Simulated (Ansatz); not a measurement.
Two structures, one formula

The two ends of one reaction step of SiNH₈F, singlet (PBE0-D4/def2-TZVP).

A:

```json
{"atom": "Si1", "x (Å)": "-0.7456", "y (Å)": "0.8858", "z (Å)": "-1.6871"}
{"atom": "H2", "x (Å)": "-0.8361", "y (Å)": "-0.5139", "z (Å)": "-1.1936"}
{"atom": "H3", "x (Å)": "-0.8479", "y (Å)": "0.8356", "z (Å)": "-3.1732"}
{"atom": "H4", "x (Å)": "0.5754", "y (Å)": "1.4611", "z (Å)": "-1.3369"}
{"atom": "H5", "x (Å)": "-1.8581", "y (Å)": "1.7048", "z (Å)": "-1.1583"}
{"atom": "H6", "x (Å)": "0.0117", "y (Å)": "0.1849", "z (Å)": "1.4063"}
{"atom": "F7", "x (Å)": "-0.5340", "y (Å)": "0.9792", "z (Å)": "1.3089"}
{"atom": "H8", "x (Å)": "0.7861", "y (Å)": "-1.6535", "z (Å)": "0.5892"}
{"atom": "N9", "x (Å)": "0.9099", "y (Å)": "-1.1557", "z (Å)": "1.4633"}
{"atom": "H10", "x (Å)": "1.8965", "y (Å)": "-0.9500", "z (Å)": "1.5654"}
{"atom": "H11", "x (Å)": "0.6420", "y (Å)": "-1.7784", "z (Å)": "2.2159"}
```

B:

Si1  (-0.816, 1.264, -0.639)
H2  (1.183, -2.051, -1.764)
H3  (-1.466, -0.048, -0.842)
H4  (0.629, 1.249, -0.952)
H5  (-1.482, 2.266, -1.516)
H6  (0.127, -0.041, 2.047)
F7  (-1.070, 1.800, 0.855)
H8  (0.918, -1.579, -1.248)
N9  (0.449, -0.621, 1.282)
H10  (1.457, -0.689, 1.353)
H11  (0.072, -1.551, 1.425)
(Å)

Ansatz 0.2.0; basis: def2-TZVPP; cores frozen in the correlated methods. B3LYP uses VWN-RPA correlation.

Which structure is lower at CCSD(T), and by how much? (To be estimated.)

Computed: B, by 0.615 eV (electronic energy, against the other). By their contacts, A is a complex of SiH₄ + NH₃ + HF and B is a complex of SiH₃F ([F][SiH3]) + NH₃ + H₂.

All methods give the same order:

| method | E(B) − E(A) (eV) |
| --- | --- |
| SPW92 | -0.296 |
| PBE-D4 | -0.461 |
| BLYP-D4 | -0.598 |
| r2SCAN-D4 | -0.603 |
| B97M-V | -0.658 |
| PBE0-D4 | -0.488 |
| B3LYP-D4 | -0.602 |
| r2SCAN0-D4 | -0.594 |
| BHLYP-D4 | -0.651 |
| CAM-B3LYP-D4 | -0.590 |
| wB97X-V | -0.603 |
| wB97M-V | -0.635 |
| B2PLYP | -0.619 |
| PBE-QIDH | -0.563 |
| RPA on PBE | -0.634 |
| HF | -0.753 |
| MP2 | -0.659 |
| CCSD | -0.625 |
| CCSD(T) | -0.615 |

No T1 diagnostic of these runs exceeds 0.010.

Labels in which every atom is bracketed show which atoms are joined, not bond orders.

For scale, one of the runs: CCSD(T)/def2-TZVPP, 216 basis functions, launched by `ansatz run in.yaml --threads 4 --pin off --events-out ev --progress --plain --max-ram 9574MiB`. The run took 17 s on 4 CPU threads of an Intel Xeon 6975P-C (shared host), with 3.5 GiB of host memory at its peak.
